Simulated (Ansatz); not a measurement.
Relaxation of BClH$_{5}$P (8 atoms, charge 0, multiplicity 1), to a largest force component of 0.03 eV/Å in at most 50 steps.

Computed with RKS PBE0/6-31G* in Ansatz 0.2.0.

```xyz
8
Properties=species:S:1:pos:R:3
B 0.101 -0.527 -0.257
Cl -0.113 0.544 2.605
H 1.083 0.146 -0.317
H -0.978 -0.095 -0.532
P 0.208 -2.294 0.439
H -0.702 -3.026 -0.355
H 1.430 -2.795 -0.065
H -0.113 -0.790 2.559
```

Question: Where does it end, and by what steps?

Answer: It converged. After 19 steps the energy has fallen by 0.144 eV; Cl2 moved furthest, 1.64 Å.

```tsv
step	energy less start (eV)	largest force component (eV/Å)	accepted
0	0.0000	1.139	yes
1	-0.0280	0.911	yes
2	-0.0304	1.180	yes
3	-0.0657	0.475	yes
4	-0.0614	0.512	no
5	-0.0819	0.177	yes
6	-0.0910	0.094	yes
7	-0.1012	0.187	yes
8	-0.1076	0.392	yes
9	-0.1121	0.394	yes
10	-0.1305	0.048	yes
11	-0.1337	0.157	yes
12	-0.1382	0.172	yes
13	-0.1411	0.107	yes
14	-0.1420	0.074	yes
15	-0.1428	0.058	yes
16	-0.1433	0.043	yes
17	-0.1434	0.045	yes
18	-0.1435	0.044	yes
19	-0.1436	0.019	yes
```

```xyz
8
Properties=species:S:1:pos:R:3
B 0.169 -0.549 -0.976
Cl -0.228 -0.382 3.952
H 1.188 -0.035 -1.326
H -0.877 -0.229 -1.453
P 0.183 -1.696 0.503
H -0.802 -2.674 0.253
H 1.359 -2.469 0.396
H -0.077 -0.804 2.726
```

Whether the end is a true minimum wasn't checked by a vibrational analysis.

Run time: 44 s on 1 thread of Arm Neoverse V2, on a shared host, peak memory 0.13 GiB.
